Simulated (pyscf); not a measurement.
**Routes from •HN–SiH(NH₂)–NH₂ (SMILES [NH][SiH](N)N) + H₂ (SMILES [H][H])**

Candidate steps break at most two bonds and form at most two. Each was searched with GFN2-xTB (tblite) first. Optimised with ωB97X-D3(BJ)/def2-SVP in PySCF. Energies: ωB97M-D3(BJ)/def2-TZVP, kcal/mol, from the separated reactants, doublet surface; ΔG‡ with ideal gas, 1 atm, RRHO with modes under 100 cm⁻¹ raised to 100, one conformer, R ln 2 for chiral ones without a mode under 150 cm⁻¹.

```tsv
products	type	ΔE‡	ΔE	ΔG‡ 298 K	ΔG‡ 900 K	ν‡ (cm⁻¹)
H₂N–SiH(NH₂)–NH₂ + H•	hydrogen abstraction	7.8	-9.6	16.5	35.2	1194i
•HN–SiH₂–NH₂ + NH₃	four-centre exchange	64.4	+11.6	73.8	92.4	803i
```

Plain bond fissions and candidates not yet searched are not listed, and one of them may be faster. Each barrier is that of the saddle found; lower ones may exist.
